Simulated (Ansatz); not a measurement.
# C₄H₉N: up Jacob's ladder to CCSD(T)

An exercise on one series of results from a longer session: the logs are not shown, and one member is left open.

Computed with Ansatz 0.2.0, Gaussian basis. Level: functionals in def2-TZVPP, the program's frozen cores in correlated methods.

Plan: PBE-D4, r2SCAN-D4, PBE0-D4, B3LYP-D4, ωB97X-V, ωB97M-V, B2PLYP; CCSD(T)/def2-TZVPP; MP2/def2-QZVPP; extrapolation to the limit.

## The relaxed structure

The geometry comes from an earlier relaxation with PBE0-D4 in a triple-zeta def2 set; it is a stationary point, not always the lowest conformer.

SMILES `CN1CCC1`, 14 atoms, charge 0, spin multiplicity 1.

Atoms are counted from 1 here; the program's logs count them from 0.

Bond lengths: C1–N2 1.434 Å, C1–H6 1.106 Å, C1–H7 1.093 Å, C1–H8 1.093 Å, N2–C3 1.465 Å, N2–C5 1.465 Å, C3–C4 1.535 Å, C3–H9 1.103 Å, C3–H10 1.093 Å, C4–C5 1.535 Å, C4–H11 1.090 Å, C4–H12 1.088 Å, C5–H13 1.103 Å, C5–H14 1.093 Å. Angles: N2–C1–H6 112.7°, N2–C1–H7 110.0°, N2–C1–H8 110.0°, H6–C1–H7 108.1°, H6–C1–H8 108.1°, H7–C1–H8 107.7°, C1–N2–C3 118.5°, C1–N2–C5 118.5°, C3–N2–C5 90.4°, N2–C3–C4 88.7°, N2–C3–H9 112.5°, N2–C3–H10 115.3°, C4–C3–H9 111.5°, C4–C3–H10 118.8°, H9–C3–H10 108.9°, C3–C4–C5 85.2°, C3–C4–H11 112.4°, C3–C4–H12 117.6° and more.

Coordinates:

```xyz
14
C4H9N
C    -1.6348    0.5848   -0.3995
N    -0.6035   -0.1551    0.2674
C     0.3133   -0.9602   -0.5431
C     1.4464   -0.5767    0.4190
C     0.5285    0.5814    0.8347
H    -1.2413    1.2425   -1.1968
H    -2.3556   -0.1023   -0.8503
H    -2.1729    1.2073    0.3202
H     0.4737   -0.5338   -1.5474
H     0.0438   -2.0151   -0.6448
H     1.5788   -1.3077    1.2162
H     2.4122   -0.3238   -0.0147
H     0.7578    1.5014    0.2716
H     0.4406    0.8282    1.8964
```

Set-up of the first run:

in.yaml reads:

```yaml
crystal:
  periodic: [false, false, false]
  atoms:
    - {symbol: C, position_ang: [-1.634791, 0.584838, -0.399513]}
    - {symbol: N, position_ang: [-0.603545, -0.155129, 0.267407]}
    - {symbol: C, position_ang: [0.313316, -0.960244, -0.543094]}
    - {symbol: C, position_ang: [1.446375, -0.576675, 0.418973]}
    - {symbol: C, position_ang: [0.528470, 0.581395, 0.834719]}
    - {symbol: H, position_ang: [-1.241251, 1.242520, -1.196831]}
    - {symbol: H, position_ang: [-2.355608, -0.102314, -0.850263]}
    - {symbol: H, position_ang: [-2.172856, 1.207287, 0.320191]}
    - {symbol: H, position_ang: [0.473715, -0.533785, -1.547400]}
    - {symbol: H, position_ang: [0.043810, -2.015098, -0.644778]}
    - {symbol: H, position_ang: [1.578832, -1.307676, 1.216210]}
    - {symbol: H, position_ang: [2.412162, -0.323848, -0.014727]}
    - {symbol: H, position_ang: [0.757754, 1.501446, 0.271552]}
    - {symbol: H, position_ang: [0.440619, 0.828182, 1.896353]}
basis:
  gaussian: {orbitals: def2-TZVPP}
hamiltonian: {xc: pbe, dispersion: d4}
output: {forces: true, orbitals: {seedname: orbitals}}
```

Command:

```
> ansatz run in.yaml --threads 4 --pin off --events-out ev --progress --plain --max-ram 10444MiB
```

Among the steps run: PBE-D4 (GGA); r2SCAN-D4 (meta-GGA); PBE0-D4 (hybrid); B3LYP-D4 (hybrid); ωB97X-V (range-separated); ωB97M-V (range-separated); B2PLYP (double hybrid); CCSD(T) in def2-TZVPP; MP2 in def2-QZVPP.

One of the session's tables, all rows but one given; the rest of the session is left out.

It belongs to the step «Atomisation energies». 

```
            method  atomisation energy (kcal/mol)
            PBE-D4                         1341.8
         r2SCAN-D4                         1309.2
           PBE0-D4                         1321.5
          B3LYP-D4                              ?
           ωB97X-V                         1314.0
           ωB97M-V                         1314.2
            B2PLYP                         1296.9
     HF/def2-TZVPP                          954.2
    MP2/def2-TZVPP                         1291.9
   CCSD/def2-TZVPP                         1258.9
CCSD(T)/def2-TZVPP                         1276.8
           MP2/CBS                         1322.4
       CCSD(T)/CBS                         1307.2
```

Q: Estimate the row for B3LYP-D4 from the others.

As computed: atomisation energy (kcal/mol): 1311.7. In the column «atomisation energy (kcal/mol)» it lies between r2SCAN-D4 (1309.2) and ωB97X-V (1314.0).

To keep in mind: Free atoms (4 C, 1 N, 9 H) were run apart at each level; the atomisation energy is their sum less the molecule, without zero-point or spin-orbit terms.
